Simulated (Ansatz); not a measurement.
(H3Si)2CH2 (CH₈Si₂), relaxed as a singlet with RKS PBE-D4/def2-SVP in Ansatz, starting from the GFN2-xTB geometry. Force threshold 0.02 eV/Å.

Another isomer (singlet) lies 0.07 eV lower at PBE0-D4/def2-TZVP; other spin states weren't run for this one.

Start:

Cartesian coordinates in Å:
```
C -0.2798 -0.0985 -0.6970
Si -0.3677 -1.4547 0.6283
Si 0.5552 1.5200 -0.1606
H -1.0743 -2.6226 0.0906
H -1.0914 -0.9613 1.8019
H 0.9860 -1.8537 1.0202
H -0.2160 2.1446 0.9160
H 1.9177 1.2511 0.3050
H 0.6150 2.4420 -1.2999
H -1.2917 0.1267 -1.0382
H 0.2471 -0.4936 -1.5662
```

| step | energy (eV) | largest force component (eV/Å) | SCF passes |
| --- | --- | --- | --- |
| 1 | -16906.6270 | 0.779 | 23 |
| 2 | -16906.7248 | 0.229 | 26 |
| 3 | -16906.7309 | 0.120 | 27 |
| 4 | -16906.7340 | 0.020 | 26 |

Force components are those of the run's own axes.

End:

Cartesian coordinates in Å:
```
C -0.2859 -0.1027 -0.7211
Si -0.3743 -1.4414 0.6148
Si 0.5500 1.5046 -0.1713
H -1.0770 -2.6725 0.1072
H -1.1219 -0.9273 1.8165
H 1.0137 -1.8296 1.0502
H -0.2146 2.1212 0.9698
H 1.9546 1.2262 0.2944
H 0.6104 2.5008 -1.2988
H -1.3173 0.1308 -1.0636
H 0.2623 -0.5100 -1.5981
```

By distances, no bond broke or formed. The bond that changes most is Si3–H7, from 1.46 to 1.51 Å (atoms count from 1).

No frequencies were taken in this run, so the end may be a saddle point.

Hardware: 2 threads of Arm Neoverse N1 on a shared host. Wall time 11 s.
